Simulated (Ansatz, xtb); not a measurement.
**CHBO−: where a starting geometry ends**

The starting geometry of this gas-phase doublet has its atoms placed at random.

```json
{"atom": "C", "x (Å)": "1.2563", "y (Å)": "-0.1897", "z (Å)": "-0.4074"}
{"atom": "B", "x (Å)": "-0.3043", "y (Å)": "0.0892", "z (Å)": "0.8196"}
{"atom": "O", "x (Å)": "-1.1631", "y (Å)": "-1.0511", "z (Å)": "-0.7616"}
{"atom": "H", "x (Å)": "0.8216", "y (Å)": "-1.0142", "z (Å)": "-0.0783"}
```

Task: Guess where an optimisation with r2SCAN-D4/def2-SVPD ends from this start.

Result: It ends as a structure given below by its coordinates. Distances that change by over a tenth: C1–H4 (0.99 → 1.10 Å). Contacts that close: C1–B2 (2.00 → 1.47 Å), B2–O3 (2.13 → 1.25 Å).

The energy falls by 9.37 eV over 14 steps:

```json
{"step": "1", "E − E(last) (eV)": "9.368"}
{"step": "2", "E − E(last) (eV)": "6.444"}
{"step": "4", "E − E(last) (eV)": "3.889"}
{"step": "5", "E − E(last) (eV)": "2.707"}
{"step": "7", "E − E(last) (eV)": "0.656"}
{"step": "8", "E − E(last) (eV)": "0.421"}
{"step": "10", "E − E(last) (eV)": "0.013"}
{"step": "11", "E − E(last) (eV)": "0.002"}
{"step": "13", "E − E(last) (eV)": "0.000"}
{"step": "14", "E − E(last) (eV)": "0.000"}
```

Final geometry (Å):

```xyz
4

C     1.0327   -0.2326   -0.1125
B    -0.4251   -0.4237   -0.1623
O    -1.6739   -0.4014   -0.2393
H     1.6767   -1.1080    0.0864
```

From the same start GFN2-xTB reaches the same bonding as this run.

From so rough a start the end depends on the optimiser's path, so another program may land elsewhere. The end wasn't checked by frequencies. Open shells are spin-unrestricted. Run with Ansatz 0.2.0, 92 s on 1 thread of Arm Neoverse V1 (shared host).
